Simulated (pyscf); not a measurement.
This saddle point was located with ωB97X-D3(BJ)/def2-SVP in PySCF.

```
O
H 1 0.9728
Si 1 1.8410 2 123.44
H 3 1.4988 1 121.93 2 -92.36
H 3 1.5003 4 113.43 1 162.53
H 3 1.5282 4 100.27 5 105.94
H 3 1.6423 4 91.22 6 162.12
As 1 2.0350 2 125.17 6 -177.23
O 8 1.7778 1 125.87 2 135.53
H 9 0.9678 8 112.62 1 57.49
H 8 1.5275 9 100.55 10 -43.81
```
Charge 0, spin multiplicity 1.

Surface: singlet, charge 0. Lowest wavenumbers (cm⁻¹): 484i, 67, 144, 217, 268.

Task: What reaction is this the transition state of?

Result: HO–AsH–OH (SMILES O[AsH]O) + SiH₄ (SMILES [SiH4]) <-> HO–SiH₃ (SMILES O[SiH3]) + HO–AsH₂ (SMILES O[AsH2]), a four-centre exchange read from left to right: As–O, H–Si broken and O–Si, As–H formed. At ωB97M-D3(BJ)/def2-TZVP it lies +1.60 eV from the left side and +2.27 eV from the right (each side as separated species at their lowest minima found). On the product side the descent ends in a complex (not fully relaxed), 0.20 eV under the separated species and 2.43 eV under the saddle at ωB97X-D3(BJ)/def2-TZVP. This is the saddle that the search found; another between the same sides may lie lower. Elements up to Kr have no core potential and no relativistic terms here.
